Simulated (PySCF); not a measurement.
# C2H5F2N (2,2-difluoroethylamine): the cost of one run

Computed with PySCF 2.14.0 and routines of our own; the level stands in each step. Atoms count from 0.

### Step 1. The system as given

10 atoms, charge 0, multiplicity 1; geometry from: GFN2-xTB.

### Step 2. Geometry optimisation at PBE0-D3(BJ)/def2-TZVP

What the job is given:

```
{"job": {"xc": "PBE0", "basis": "def2-TZVP", "d3": "d3bj", "grid": 2, "kind": "geom"}, "charge": 0, "multiplicity": 1}
N     -1.162794     0.733721     0.262163
C     -0.326715    -0.227596    -0.430610
C      1.106789    -0.070674     0.062644
F      1.966866    -0.759291    -0.723954
F      1.240270    -0.588341     1.309829
H     -1.167034     0.543266     1.259136
H     -2.118060     0.676762    -0.070174
H     -0.340126    -0.001465    -1.499715
H     -0.619583    -1.281214    -0.290438
H      1.429270     0.979487     0.098592
```

Command:

```bash
OMP_NUM_THREADS=1 python excited_run.py task.json out
```

The driver reads the jobs from task.json and runs them one after another.

Q: Estimate the wall time and peak memory of this first job on 1 thread of Arm Neoverse V2, shared host.

About 32 s, with a peak of 0.77 GiB.
